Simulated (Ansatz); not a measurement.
## fcc Rh

Method: r²SCAN (Ansatz, a quantum-chemistry and plane-wave program, plane waves, PAW).

Numerical settings: plane-wave cutoff 500 eV, 8×20×1 k mesh (along the axes of the cell as run), Fermi–Dirac smearing 0.1 eV, scalar-relativistic PAW data made under PBE.

Cell: relaxed at this level.

```
Item                                 Result
--------------------------------  ---------
surface energy of the (211) face  2.61 J/m²
work function of the (211) face     4.84 eV
```

The slab of 24 atoms is relaxed and unreconstructed.

Computed values are for the static lattice.
